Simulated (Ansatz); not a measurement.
Frontier orbitals of C$_{3}$H$_{4}$N$_{2}$, SMILES `NC1=C=CN1`.

```xyz
9

N    -1.114   -0.327    0.941
C     0.062   -0.317    0.342
C     1.336    0.186    0.784
C     1.316    0.439   -0.562
N     0.244   -0.476   -1.058
H    -1.962   -0.566    0.458
H    -1.150   -0.100    1.920
H     1.765    1.185   -1.216
H    -0.497   -0.023   -1.608
```

The species carries charge 0 and has multiplicity 1. All single points use the PBE0-D4/def2-TZVP geometry. It is one conformer, not always the lowest. Basis def2-TZVPP, Ansatz 0.2.0.

Orbital energies of one run (eV). Highest occupied ones, from the top: -5.83, -6.63, -9.25, -10.06, -11.60, -12.48, -14.33, -15.94, -16.30, -18.34, -21.24, -26.34, -28.57, -277.00. Empty: -0.81, 0.35, 1.45, 1.73, 1.97, 2.65.

**Question.** Which functional gave them?
A. HSE06 (plane-wave form)
B. revPBE
C. LC-ωPBE
D. PBE0

**Answer.** D. HOMO energies: PBE0 -5.83, HSE06 -5.43, revPBE -4.42, LC-ωPBE -8.64 eV.

LC-ωPBE has ω = 0.4 bohr⁻¹.
